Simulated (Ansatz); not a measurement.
```yaml
crystal:
  periodic: [false, false, false]
  atoms:
    - {symbol: C, position_ang: [-1.015368, -0.692538, -0.974354]}
    - {symbol: C, position_ang: [-0.346917, -0.556285, 0.158508]}
    - {symbol: C, position_ang: [0.369706, 0.659052, 0.656098]}
    - {symbol: O, position_ang: [1.691753, 0.393122, 0.951455]}
    - {symbol: Cl, position_ang: [0.227415, 2.049876, -0.495566]}
    - {symbol: H, position_ang: [-1.121999, 0.129588, -1.671642]}
    - {symbol: H, position_ang: [-1.479453, -1.637254, -1.231133]}
    - {symbol: H, position_ang: [-0.254055, -1.394013, 0.846837]}
    - {symbol: H, position_ang: [-0.081591, 1.029276, 1.577328]}
    - {symbol: H, position_ang: [2.093511, -0.032025, 0.185470]}
basis:
  gaussian: {orbitals: ANO-RCC-VTZP}
hamiltonian: {xc: {name: wB97M-V}}
charge: 1
output: {forces: true}
```

```sh
$ ansatz run in.yaml --threads 4 --pin off --events-out ev --progress --plain --max-ram 10444MiB
```

It prints (some lines left out):

```
Error: YAML parse error: error: line 17 column 1: unknown field `charge`, expected one of crystal, accuracy, basis, kpoints, hamiltonian, magnetization, projection, total_charge, correlation, batch, efield, external_charges, scf, relax, neb, saddle, md, ramp, phonons, dielectric, real_time, elastic, magnetic_configurations, gw, evaluate, workflow, output, checkpoint, execution
15 |   gaussian: {orbitals: ANO-RCC-VTZP}
16 | hamiltonian: {xc: {name: wB97M-V}}
17 | charge: 1
18 | output: {forces: true}
```

(1) What is wrong with this run?

Answers

(1) The input holds a key that doesn't belong there. The program refused the input.
